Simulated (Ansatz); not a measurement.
Write a Python script for the Ansatz DFT code, driven from Python that makes a composite energy at a relaxed geometry of ClH3Si, SMILES [SiH3]Cl. Level of theory (for the species named): B3LYP, def2-SVP basis, multiplicity 1.

`clh3si.xyz`
```text
5

Si   -0.08670   -0.01620   -0.01270
Cl    1.81050   -0.50800    0.29600
H    -0.97700   -0.48080    1.09710
H    -0.49950   -0.57200   -1.30840
H    -0.19750    1.50340   -0.11350
```

`run_composite.py`
```python
"""Relax ClH3Si cheaply, then refine its energy."""

import itertools

import ansatz as az
from ase.data import atomic_numbers, covalent_radii
import numpy as np

system = az.Crystal.molecule_from_extxyz("clh3si.xyz")

job = system.calculation().basis(gaussian="def2-SVP").functional("B3LYP")
symbols = [site.symbol for site in system.cartesian_sites]
start = np.array([site.position_ang for site in system.cartesian_sites], dtype=float)
data = job.relax(force_tolerance=0.01, max_steps=100).run().report
end = np.array(data["positions_ang"])
# pairs closer than 1.2 times the sum of covalent radii, before or after
radius = [covalent_radii[atomic_numbers[s]] for s in symbols]
span = lambda where, i, j: np.linalg.norm(where[i] - where[j])
bonded = [(i, j) for i, j in itertools.combinations(range(len(symbols)), 2) if min(span(start, i, j), span(end, i, j)) < 1.2 * (radius[i] + radius[j])]
print("pair        before    after (A)")
for i, j in bonded:
    print(f"{symbols[i]}{i}-{symbols[j]}{j}".ljust(10), f"{span(start, i, j):8.4f} {span(end, i, j):8.4f}")
for first, second in list(itertools.combinations(bonded, 2)):
    shared = set(first) & set(second)
    if shared and symbols[(j := shared.pop())] != "H":
        i, k = sorted((set(first) | set(second)) - {j})
        u, v = end[i] - end[j], end[k] - end[j]
        angle = np.degrees(np.arccos(np.clip(u @ v / np.linalg.norm(u) / np.linalg.norm(v), -1, 1)))
        print(f"final angle {symbols[i]}{i}-{symbols[j]}{j}-{symbols[k]}{k}: {angle:.2f} deg")

minimum = az.Crystal.molecule()
for symbol, place in zip(symbols, end):
    minimum = minimum.atom(symbol, place.tolist())
at_minimum = minimum.calculation()
# MP2 extrapolated to the basis limit, plus the small-basis difference CCSD(T) - MP2
level = lambda method, basis: at_minimum.basis(gaussian=basis).correlation(method).run().report
small, large, cluster = level("mp2", "cc-pVDZ"), level("mp2", "cc-pVTZ"), level("ccsd_t", "cc-pVDZ")
corr = lambda each: (each["free_energy_ev"] - each["reference_energy_ev"]) / 27.211386246
mp2_limit = (27 * corr(large) - 8 * corr(small)) / 19
pieces = {"HF / cc-pVTZ": large["reference_energy_ev"] / 27.211386246, "MP2 correlation, DZ-TZ limit": mp2_limit, "CCSD(T) - MP2 / cc-pVDZ": corr(cluster) - corr(small)}
for name, value in pieces.items():
    print(f"{name:32s} {value:14.6f} Ha")
print(f"{'sum':32s} {sum(pieces.values()):14.6f} Ha")
print("T1 diagnostic", round(cluster["correlation"]["coupled_cluster"]["t1_diagnostic"], 4))
```

```console
$ python run_composite.py
pair        before    after (A)
Si0-Cl1      1.9841   2.0795
Si0-H2       1.4967   1.4870
Si0-H3       1.4691   1.4870
Si0-H4       1.5270   1.4870
final angle Cl1-Si0-H2: 109.01 deg
final angle Cl1-Si0-H3: 108.99 deg
final angle Cl1-Si0-H4: 108.97 deg
final angle H2-Si0-H3: 109.92 deg
final angle H2-Si0-H4: 109.95 deg
final angle H3-Si0-H4: 109.97 deg
HF / cc-pVTZ                        -750.257754 Ha
MP2 correlation, DZ-TZ limit          -0.352331 Ha
CCSD(T) - MP2 / cc-pVDZ               -0.040405 Ha
sum                                 -750.650490 Ha
T1 diagnostic 0.0086
```

Notes:
- Total energies depend on the basis set; only differences at equal settings carry meaning.
- The sum leaves out core correlation, relativity, the Hartree-Fock basis error and zero-point energy; a DZ-TZ extrapolation is rough.
- b3lyp holds the VWN-RPA fit, as in Gaussian; the form of ORCA and Turbomole is b3lyp5.
- Inner cores stay frozen, so this is valence correlation.
- For Al to Cl the sets with a tight d function, cc-pV(X+d)Z, are usual.
- An extrapolation from small basis sets is rough.
- Timing: 7.7 s on 1 thread of Arm Neoverse V1 (shared host), peak memory 0.22 GiB.

(A comment or docstring line of the script was reworded after the run, the code is as it ran.)
